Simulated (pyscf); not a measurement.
# Four-centre exchange: F–Si•(F)–F + H₂ → HF + F–SiH•–F

Gas phase, doublet surface, charge 0. Bonds broken: F1–Si2, H5–H6. Bonds formed: F1–H5, Si2–H6. Structures and frequencies: ωB97X-D3(BJ)/def2-SVP in PySCF.

Transition state (Å):

```xyz
6

F      0.2669     0.2275     0.9219
Si    -1.4841    -0.2553     0.3225
F     -0.9991    -1.6925    -0.2351
F     -2.9376    -0.0391    -0.3913
H     -0.0584     0.7230    -0.1209
H     -0.7906     0.8180    -0.7859
```

One imaginary mode, 1165i cm⁻¹; descent along it reached the two sides named.

```tsv
bond	change	reactant side (Å)	saddle	product side
F1–Si2	breaks	1.613	1.913	2.8
H5–H6	breaks	0.760	0.994	3.0
F1–H5	forms	2.7	1.199	0.931
Si2–H6	forms	3.2	1.692	1.494
```

Electronic energies relative to the separated reactants (kJ/mol):

| level | barrier | reaction energy | reverse barrier |
|---|---|---|---|
| ωB97X-D3(BJ)/def2-TZVP | 231.0 | +124.1 | 106.9 |
| PBE/def2-TZVP | 198.3 | +122.7 | 75.5 |
| r²SCAN/def2-TZVP | 217.7 | +136.4 | 81.4 |
| B3LYP-D3(BJ)/def2-TZVP | 230.1 | +126.6 | 103.5 |
| PBE0-D3(BJ)/def2-TZVP | 214.4 | +118.9 | 95.4 |
| M06-2X/def2-TZVP | 242.8 | +136.3 | 106.5 |
| ωB97M-D3(BJ)/def2-TZVP | 227.7 | +124.6 | 103.1 |
| HF/def2-TZVP | 310.1 | +122.7 | 187.4 |

With ωB97M-D3(BJ)/def2-TZVP energies and thermal terms (ideal gas, 1 atm, RRHO with modes under 100 cm⁻¹ raised to 100, one conformer, R ln 2 for chiral ones without a mode under 150 cm⁻¹), in kJ/mol:

```tsv
T (K)	ΔH‡	ΔG‡	ΔH	ΔG
298	232.3	263.8	+133.9	+124.5
600	228.3	297.6	+131.3	+116.0
900	227.1	332.6	+129.5	+108.7
1200	227.6	367.7	+128.3	+102.0
```

The same reactants have a lower exit, to F–SiH(F)–F + H• (barrier +47.0 kJ/mol at ωB97M-D3(BJ)/def2-TZVP, against +227.7 kJ/mol here). This is the saddle that the search found; another between the same sides may lie lower.
